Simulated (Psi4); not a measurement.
# BCl (SMILES [B]Cl): a chain of runs, part 2 of 2

Psi4 1.11.

## 4. The doublet cation: a structure relaxation at U-r2SCAN-D4/cc-pVTZ (density fitting) (run 3)

bcl.xyz

```xyz
2
BCl
B      0.000000     0.000000    -0.111986
Cl     0.000000     0.000000     1.613787
```

bcl.py

```python
import psi4

psi4.set_memory('1600 MB')
psi4.set_num_threads(1)
psi4.core.set_output_file('output.dat', False)

with open('bcl.xyz') as f:
    atoms = ''.join(f.readlines()[2:])
molecule = psi4.geometry('1 2\n' + atoms + 'symmetry c1')

psi4.set_options({
    'basis': 'cc-pVTZ',
    'reference': 'uks',
})

result, w = psi4.optimize("R2SCAN-D4", return_wfn=True)
print(f'R2SCAN-D4 energy: {result:.10f} Eh')
molecule.save_xyz_file('final.xyz', False)
for k, v in sorted(psi4.core.scalar_variables().items()):
    print(f'{k:45s} {v:18.10f}')
```

Started as:

```console
$ python bcl.py
```

output.dat:

```text
gradient() will perform analytic gradient computation.

   => Loading Basis Set <=

    Name: CC-PVTZ
    Role: ORBITAL
    Keyword: BASIS

   => R2SCAN-D4(BJ,EEQ)ATM: Empirical Dispersion <=

        a1 =       0.515592
        a2 =       5.773429
       alp =      16.000000
        s6 =       1.000000
        s8 =       0.601875
        s9 =       1.000000
        ga =       3.000000
        gc =       2.000000
        wf =       6.000000

         ---------------------------------------------------------
                                   SCF
                              UKS Reference
                        1 Threads,   1525 MiB Core
         ---------------------------------------------------------

  ==> Geometry <==

    Molecular point group: c1
    Full point group: C_inf_v

    Geometry (in Angstrom), charge = 1, multiplicity = 2:

       Center              X                  Y                   Z               Mass
    ------------   -----------------  -----------------  -----------------  -----------------
         B            0.000000000000     0.000000000000    -1.312542832717    11.009305360000
         CL           0.000000000000     0.000000000000     0.413230167283    34.968852682000

  Running in c1 symmetry.

  Rotational constants: A = ************  B =      0.67599  C =      0.67599 [cm^-1]
  Rotational constants: A = ************  B =  20265.63081  C =  20265.63081 [MHz]
  Nuclear repulsion =   26.063719218547288

  Charge       = 1
  Multiplicity = 2
  Electrons    = 21
  Nalpha       = 11
  Nbeta        = 10

  ==> Algorithm <==

  SCF Algorithm Type is DF.
  DIIS enabled.
  MOM disabled.
  Fractional occupation disabled.
  Guess Type is SAD.
  Energy threshold   = 1.00e-08
  Density threshold  = 1.00e-08
  Integral threshold = 1.00e-12

  ==> Primary Basis <==

  Basis Set: CC-PVTZ
    Blend: CC-PVTZ
    Number of shells: 22
    Number of basis functions: 64
    Number of Cartesian functions: 74
    Spherical Harmonics?: true
    Max angular momentum: 3

  ==> DFT Potential <==

   => LibXC <=

    Version 7.1.2

   => Composite Functional: R2SCAN-D4BJEEQATM <=

    r2SCAN Meta-GGA XC Functional  (0.1021/acs.jpclett.0c02405)

    Deriv               =              1
    GGA                 =           TRUE
    Meta                =           TRUE

    Exchange Hybrid     =          FALSE
    MP2 Hybrid          =          FALSE

   => Exchange Functionals <=

    1.0000   XC_MGGA_X_R2SCAN

   => Correlation Functionals <=

    1.0000   XC_MGGA_C_R2SCAN

   => LibXC Density Thresholds  <==

    XC_MGGA_C_R2SCAN:  1.00E-15
    XC_MGGA_X_R2SCAN:  1.00E-11

   => Molecular Quadrature <=

    Radial Scheme          =       TREUTLER
    Pruning Scheme         =           NONE
    Nuclear Scheme         =       TREUTLER

    Blocking Scheme        =         OCTREE
    BS radius alpha        =              1
    Pruning alpha          =              1
    Radial Points          =             75
    Spherical Points       =            302
    Total Points           =          42714
    Total Blocks           =            395
    Max Points             =            256
    Max Functions          =             64
    Weights Tolerance      =       1.00E-15

   => Loading Basis Set <=

    Name: (CC-PVTZ AUX)
    Role: JKFIT
    Keyword: DF_BASIS_SCF

  ==> Integral Setup <==

  DFHelper Memory: AOs need 0.007 GiB; user supplied 0.930 GiB.
  SCF_SUBTYPE=INCORE selected. In-core MEM_DF algorithm will be used.
  Using in-core AOs.

  ==> MemDFJK: Density-Fitted J/K Matrices <==

    J tasked:                   Yes
    K tasked:                    No
    wK tasked:                   No
    Memory [MiB]:               951
    Algorithm:                 Core
    Schwarz Cutoff:           1E-12
    Mask sparsity (%):       0.0000
    Fitting Condition:        1E-10

   => Auxiliary Basis Set <=

  Basis Set: (CC-PVTZ AUX)
    Blend: CC-PVTZ-JKFIT
    Number of shells: 62
    Number of basis functions: 200
    Number of Cartesian functions: 241
    Spherical Harmonics?: true
    Max angular momentum: 4

  Cached 100.0% of DFT collocation blocks in 0.188 [GiB].

  Minimum eigenvalue in the overlap matrix is 3.4239938434E-03.
  Reciprocal condition number of the overlap matrix is 8.9235914933E-04.
    Using symmetric orthogonalization.

  ==> Pre-Iterations <==

  SCF Guess: Superposition of Atomic Densities via on-the-fly atomic UHF (no occupation information).

   -------------------------
    Irrep   Nso     Nmo
   -------------------------
     A         64      64
   -------------------------
    Total      64      64
   -------------------------

  ==> Iterations <==

                           Total Energy        Delta E     RMS |[F,P]|

[... 2 lines left out ...]
   @DF-UKS iter   2:  -484.59059901406721   -1.19240e-02   1.65413e-03 ADIIS/DIIS
[... 3 lines left out ...]
   @DF-UKS iter   6:  -484.59629962420905   -8.90256e-06   1.58733e-05 DIIS
[... 3 lines left out ...]
   @DF-UKS iter  10:  -484.59630205991675   -2.62617e-11   1.63892e-08 DIIS
[... 11 lines left out ...]
   @S^2 Expected:                7.500000000E-01
[... 37 lines left out ...]
    Final Occupation by Irrep:
[... 12 lines left out ...]
    Two-Electron Energy =                 233.7340750320125835
[... 3 lines left out ...]
    Total Energy =                       -484.5963020599183437
[... 96 lines left out ...]
    Weights Tolerance      =       1.00E-15
[... 42 lines left out ...]
	  Convergence Criteria     1.00e-06 *    3.00e-04 *             o    1.20e-03 *             o~
[... 114 lines left out ...]
   @DF-UKS iter   1:  -484.60243898744892    8.60721e-02   1.01368e-03 ADIIS/DIIS
[... 3 lines left out ...]
   @DF-UKS iter   5:  -484.60519771079066   -1.05639e-05   4.67572e-06 DIIS
[... 3 lines left out ...]
   @DF-UKS iter   9:  -484.60519779773261   -5.32623e-11   1.59306e-08 DIIS
[... 11 lines left out ...]
   @S^2 Expected:                7.500000000E-01
[... 4 lines left out ...]
    Final Occupation by Irrep:
[... 12 lines left out ...]
    Two-Electron Energy =                 235.2955001985554020
[... 3 lines left out ...]
    Total Energy =                       -484.6051977977351157
[... 65 lines left out ...]
    Weights Tolerance      =       1.00E-15
[... 42 lines left out ...]
	  Convergence Criteria     1.00e-06 *    3.00e-04 *             o    1.20e-03 *             o
[... 89 lines left out ...]
   @DF-UKS iter   1:  -484.60522307603458    1.73180e-02   2.31838e-04 ADIIS/DIIS
[... 3 lines left out ...]
   @DF-UKS iter   5:  -484.60536676684239   -3.86061e-07   6.22517e-07 DIIS
[... 3 lines left out ...]
  Energy and wave function converged.
[... 11 lines left out ...]
   @S   Expected:                5.000000000E-01
[... 13 lines left out ...]
    Nuclear Repulsion Energy =             28.1783433158583314
[... 3 lines left out ...]
    Empirical Dispersion Energy =          -0.0001445713188934
[... 26 lines left out ...]
 Dipole Y            :          0.0000000            0.0000000            0.0000000
[... 76 lines left out ...]
	Measures of convergence in internal coordinates in au.
[... 72 lines left out ...]
   @DF-UKS iter   0:  -484.59885991844760   -4.84599e+02   4.12224e-04
[... 3 lines left out ...]
   @DF-UKS iter   4:  -484.60539010256508   -1.38715e-06   4.52732e-06 DIIS
[... 3 lines left out ...]
   @DF-UKS iter   8:  -484.60539015837355   -1.93268e-12   3.57402e-09 DIIS
[... 11 lines left out ...]
   @S^2 Observed:                7.616737931E-01
[... 10 lines left out ...]
  @DF-UKS Final Energy:  -484.60539015837355
[... 6 lines left out ...]
    DFT Exchange-Correlation Energy =     -31.9068420501486081
[... 26 lines left out ...]
 Dipole X            :         -0.0000000            0.0000000           -0.0000000
[... 75 lines left out ...]
	                                 ==> Convergence Check <==
[... 72 lines left out ...]
                           Total Energy        Delta E     RMS |[F,P]|
[... 4 lines left out ...]
   @DF-UKS iter   3:  -484.60539450618455   -9.62788e-06   9.21419e-06 DIIS
[... 3 lines left out ...]
   @DF-UKS iter   7:  -484.60539470763194   -2.21689e-12   7.17857e-09 DIIS
[... 11 lines left out ...]
   @S^2 Observed:                7.616240694E-01
[... 10 lines left out ...]
  @DF-UKS Final Energy:  -484.60539470763194
[... 6 lines left out ...]
    DFT Exchange-Correlation Energy =     -31.9085060740486419
[... 26 lines left out ...]
 Dipole X            :         -0.0000000            0.0000000           -0.0000000
[... 75 lines left out ...]
	                                 ==> Convergence Check <==
[... 72 lines left out ...]
                           Total Energy        Delta E     RMS |[F,P]|
[... 4 lines left out ...]
   @DF-UKS iter   3:  -484.60539484393354   -1.42606e-06   3.53236e-06 DIIS
[... 3 lines left out ...]
  Energy and wave function converged.
[... 8 lines left out ...]
   @Spin Contamination Metric:   1.164317019E-02
   @S^2 Expected:                7.500000000E-01
   @S^2 Observed:                7.616431702E-01
   @S   Expected:                5.000000000E-01
   @S   Observed:                5.000000000E-01

    Orbital Energies [Eh]
    ---------------------

    Alpha Occupied:

       1A   -101.578425     2A     -9.730004     3A     -7.472641
       4A     -7.467315     5A     -7.467315     6A     -7.111241
       7A     -1.159139     8A     -0.785137     9A     -0.656473
      10A     -0.656473    11A     -0.607079

    Alpha Virtual:

      12A     -0.405995    13A     -0.405995    14A     -0.156297
      15A     -0.103975    16A     -0.015773    17A     -0.015773
      18A     -0.004811    19A      0.038111    20A      0.038117
[... 14 lines of this table left out ...]
      63A      4.353890    64A      5.815206

    Beta Occupied:

       1A   -101.578293     2A     -9.729852     3A     -7.470635
       4A     -7.468025     5A     -7.468025     6A     -7.093811
       7A     -1.155931     8A     -0.772631     9A     -0.654418
      10A     -0.654418

    Beta Virtual:

      11A     -0.437090    12A     -0.342837    13A     -0.342837
      14A     -0.133215    15A     -0.102763    16A     -0.014998
      17A     -0.014998    18A      0.009121    19A      0.048946
[... 14 lines of this table left out ...]
      62A      2.934639    63A      4.354332    64A      5.807924

    Final Occupation by Irrep:
              A
    DOCC [    10 ]
    SOCC [     1 ]
    NA   [    11 ]
    NB   [    10 ]

  @DF-UKS Final Energy:  -484.60539487356505

   => Energetics <=

    Nuclear Repulsion Energy =             28.0607761619394900
    One-Electron Energy =                -716.3062611056525384
    Two-Electron Energy =                 235.5481042115678179
    DFT Exchange-Correlation Energy =     -31.9078695660479816
    Empirical Dispersion Energy =          -0.0001445753718862
    VV10 Nonlocal Energy =                  0.0000000000000000
    Total Energy =                       -484.6053948735650465

  UHF NO Occupations:
  HONO-2 :    9  A 1.9971915
  HONO-1 :   10  A 1.9971915
  HONO-0 :   11  A 1.0000000
  LUNO+0 :   12  A 0.0028085
  LUNO+1 :   13  A 0.0028085
  LUNO+2 :   14  A 0.0001799
  LUNO+3 :   15  A 0.0000316

Computation Completed

Properties will be evaluated at   0.000000,   0.000000,   0.000000 [a0]

Properties computed using the SCF density matrix

 Multipole Moments:

 ------------------------------------------------------------------------------------
     Multipole            Electronic (a.u.)      Nuclear  (a.u.)        Total (a.u.)
 ------------------------------------------------------------------------------------

 L = 1.  Multiply by 2.5417464519 to convert [e a0] to [Debye]
 Dipole X            :         -0.0000000            0.0000000           -0.0000000
 Dipole Y            :          0.0000000            0.0000000            0.0000000
 Dipole Z            :         -1.8865690            0.8112679           -1.0753011
 Magnitude           :                                                    1.0753011

 ------------------------------------------------------------------------------------

	total time  =          4 seconds =       0.07 minutes

         ------------------------------------------------------------
                                   SCF GRAD
         ------------------------------------------------------------

  ==> Geometry <==

    Molecular point group: c1
    Full point group: C_inf_v

    Geometry (in Angstrom), charge = 1, multiplicity = 2:

       Center              X                  Y                   Z               Mass
    ------------   -----------------  -----------------  -----------------  -----------------
         B            0.000000000000     0.000000000000    -1.219130492216    11.009305360000
         CL           0.000000000000     0.000000000000     0.383820995917    34.968852682000

  Nuclear repulsion =   28.060776161939490

   => Molecular Quadrature <=

    Radial Scheme          =       TREUTLER
    Pruning Scheme         =           NONE
    Nuclear Scheme         =       TREUTLER

    Blocking Scheme        =         OCTREE
    BS radius alpha        =              1
    Pruning alpha          =              1
    Radial Points          =             75
    Spherical Points       =            302
    Total Points           =          42704
    Total Blocks           =            396
    Max Points             =            255
    Max Functions          =             64
    Weights Tolerance      =       1.00E-15

  -Total Gradient:
     Atom            X                  Y                   Z
    ------   -----------------  -----------------  -----------------
       1       -0.000000000000     0.000000000000     0.000166011674
       2       -0.000000000000     0.000000000000     0.000706333722

	total time  =          2 seconds =       0.03 minutes

    			-----------------------------------------

    			 OPTKING 3.0: for geometry optimizations

    			        with contributions from

    			-----------------------------------------

	                            ===> Fragment 1 <==

	 Z (Atomic Numbers)          Masses                          Geom
	       5.000000            11.009305          0.00000000  0.00000000 -2.30382274
	      17.000000            34.968853          0.00000000  0.00000000  0.72531656

	 - Coordinate -           - BOHR/RAD -       - ANG/DEG -
	 R(1,2)           =         3.029139           1.602951

	        --- Internal Coordinate Step in ANG or DEG, aJ/ANG or AJ/DEG ---
	-------------------------------------------------------------------------------
	           Coordinate      Previous         Force          Change          New
	           ----------      --------        ------          ------        ------
	               R(1,2)       1.60295       -0.00223       -0.00036       1.60259
	-------------------------------------------------------------------------------

	                                 ==> Convergence Check <==

	Measures of convergence in internal coordinates in au.

	Criteria marked as inactive (o), active & met (*), and active & unmet ( ).

	----------------------------------------------------------------------------------------------
	   Step    Total Energy     Delta E     Max Force     RMS Force      Max Disp      RMS Disp
	----------------------------------------------------------------------------------------------
	  Convergence Criteria     1.00e-06 *    3.00e-04 *             o    1.20e-03 *             o
	----------------------------------------------------------------------------------------------
	     6    -484.60539487   -1.66e-07 *    2.70e-04 *    2.70e-04 o    6.87e-04 *    6.87e-04 o  ~
	----------------------------------------------------------------------------------------------

Next Geometry in Ang
	Fragment 1 (Ang)

	    B   0.0000000000   0.0000000000  -1.2189487794
	   Cl   0.0000000000   0.0000000000   0.3836392831

    Final optimized geometry and variables:
    Molecular point group: c1
    Full point group: C_inf_v

    Geometry (in Angstrom), charge = 1, multiplicity = 2:

    B            0.000000000000     0.000000000000    -1.219130492216
    CL           0.000000000000     0.000000000000     0.383820995917

[set-up sections that repeat, and orbital energies of the middle runs, are left out above]
```

Standard output:

```text
Some dependencies such as QCElemental have not yet finished migration to pydantic v2. If issues are encountered please downgrade pydantic or upgrade QCElemental as appropriate
	Energy ratio indicates iffy step.
	Intrafrag trust radius decreased to   0.25.
Optimizer: Optimization complete!
R2SCAN-D4 energy: -484.6053948736 Eh
CURRENT ENERGY                                   -484.6053948736
CURRENT REFERENCE ENERGY                         -484.6053948736
DD SOLVATION ENERGY                                 0.0000000000
DFT FUNCTIONAL TOTAL ENERGY                      -484.6052502982
DFT TOTAL ENERGY                                 -484.6053948736
DFT VV10 ENERGY                                     0.0000000000
DFT XC ENERGY                                     -31.9078695660
DISPERSION CORRECTION ENERGY                       -0.0001445754
GRID ELECTRONS ALPHA                               11.0000005259
GRID ELECTRONS BETA                                10.0000005063
GRID ELECTRONS TOTAL                               21.0000010323
NUCLEAR REPULSION ENERGY                           28.0607761619
ONE-ELECTRON ENERGY                              -716.3062611057
OPTIMIZATION ITERATIONS                             6.0000000000
PCM POLARIZATION ENERGY                             0.0000000000
PE ENERGY                                           0.0000000000
R2SCAN-D4(BJ,EEQ)ATM DISPERSION CORRECTION ENERGY      -0.0001445754
SCF ITERATION ENERGY                             -484.6053948736
SCF ITERATIONS                                      6.0000000000
SCF TOTAL ENERGY                                 -484.6053948736
TWO-ELECTRON ENERGY                               235.5481042116
XC GRID RADIAL POINTS                              75.0000000000
XC GRID SPHERICAL POINTS                          302.0000000000
XC GRID TOTAL POINTS                            42704.0000000000
```

Run time: 47 s. Hardware: 1 thread of AMD EPYC 7R43 (Zen 3), shared host; peak memory 0.53 GiB.

Step by step:

```csv
step,energy from the first frame kept (eV),largest force (eV/Å)
0,0.0000,3.5722
1,-0.2421,0.6463
2,-0.2467,0.2807
3,-0.2473,0.1172
4,-0.2474,0.0592
5,-0.2474,0.0363
```

After the run. Bond lengths: B1–Cl2 1.603 Å.

## 5. A single-point energy at r2SCAN-D4/cc-pVTZ (density fitting) (run 4)

bcl.in

```
memory 1.6 GB

molecule {
  0 1
  B      0.000000     0.000000    -0.018574
  Cl     0.000000     0.000000     1.584378
}

set basis cc-pVTZ
set reference rks

energy("r2scan-d4")
```

Started as:

```console
$ psi4 -n 1 bcl.in bcl.out
```

bcl.out (excerpt; [...] marks lines left out):

```text
[...]
  Running in c2v symmetry.
[...]
  Nuclear repulsion =   28.060767201357244
[...]
  Multiplicity = 1
[...]
  Nalpha       = 11
  Nbeta        = 11
[...]
    Number of basis functions: 64
[...]
   @DF-RKS iter   1:  -484.87146677974073   -6.70693e-02   9.88501e-03 DIIS/ADIIS
[...]
   @DF-RKS iter   7:  -484.94878372232176   -3.11450e-08   6.13967e-07 DIIS
[...]
    Orbital Energies [Eh]
    ---------------------
    Doubly Occupied:
       1A1  -101.280470     2A1    -9.438603     3A1    -7.178338
       1B1    -7.176549     1B2    -7.176549     4A1    -6.715529
       5A1    -0.881249     6A1    -0.502557     2B2    -0.389876
       2B1    -0.389876     7A1    -0.222351
[...]
  @DF-RKS Final Energy:  -484.94878372232176
   => Energetics <=
    Nuclear Repulsion Energy =             28.0607672013572440
    One-Electron Energy =                -722.8483143885615618
    Two-Electron Energy =                 242.0179346951375123
    DFT Exchange-Correlation Energy =     -32.1789782677824618
    Empirical Dispersion Energy =          -0.0001929624725752
    VV10 Nonlocal Energy =                  0.0000000000000000
    Total Energy =                       -484.9487837223217639
[...]
 Multipole Moments:
 ------------------------------------------------------------------------------------
     Multipole            Electronic (a.u.)      Nuclear  (a.u.)        Total (a.u.)
 ------------------------------------------------------------------------------------
 L = 1.  Multiply by 2.5417464519 to convert [e a0] to [Debye]
 Dipole X            :          0.0000000            0.0000000            0.0000000
 Dipole Y            :          0.0000000            0.0000000            0.0000000
 Dipole Z            :          0.1583519            0.8112681            0.9696201
 Magnitude           :                                                    0.9696201
[...]
```

It took 8.4 s on 1 thread of AMD EPYC 7R43 (Zen 3), shared host; peak memory 0.49 GiB.

## 6. Results

The summary covers parts 1 to 2.

| quantity | value |
| --- | --- |
| run 1, r2SCAN-D4/cc-pVTZ: total energy at the end | -484.95623 Eh |
| run 1, r2SCAN-D4/cc-pVTZ: dipole moment | 1.65 D |
| run 1, r2SCAN-D4/cc-pVTZ: HOMO energy | -6.51 eV |
| run 1, r2SCAN-D4/cc-pVTZ: LUMO energy | -2.67 eV |
| run 1, r2SCAN-D4/cc-pVTZ: HOMO–LUMO gap | 3.85 eV |
| run 1, r2SCAN-D4/cc-pVTZ: bond length | 1.726 Å |
| run 1, r2SCAN-D4/cc-pVTZ: dispersion energy | -0.51 kJ/mol |
| doublet cation, run 2: total energy | -484.59630 Eh |
| doublet cation, run 2: HOMO energy (highest over α and β) | -16.76 eV |
| doublet cation, run 2: LUMO energy (lowest over α and β) | -12.38 eV |
| doublet cation, run 2: dispersion energy | -0.38 kJ/mol |
| doublet cation, run 2: ⟨S²⟩ | 0.763 |
| doublet cation, run 3: total energy at the end | -484.60539 Eh |
| doublet cation, run 3: HOMO energy (highest over α and β) | -16.52 eV |
| doublet cation, run 3: LUMO energy (lowest over α and β) | -11.89 eV |
| doublet cation, run 3: bond length | 1.603 Å |
| doublet cation, run 3: dispersion energy | -0.38 kJ/mol |
| doublet cation, run 3: ⟨S²⟩ | 0.762 |
| run 4, r2SCAN-D4/cc-pVTZ: total energy | -484.94878 Eh |
| run 4, r2SCAN-D4/cc-pVTZ: dipole moment | 2.46 D |
| run 4, r2SCAN-D4/cc-pVTZ: HOMO energy | -6.05 eV |
| run 4, r2SCAN-D4/cc-pVTZ: LUMO energy | -2.34 eV |
| run 4, r2SCAN-D4/cc-pVTZ: HOMO–LUMO gap | 3.71 eV |
| adiabatic ionisation energy (to the doublet cation, no zero-point term) | 9.547 eV |

What this shows: The adiabatic ionisation energy (to the doublet cation, no zero-point term) is 9.55 eV (921 kJ/mol). The optimisation (run 1, r2SCAN-D4/cc-pVTZ) took 7 steps and changed the energy by -0.304 eV. The optimisation (doublet cation, run 3) took 6 steps and changed the energy by -0.247 eV.
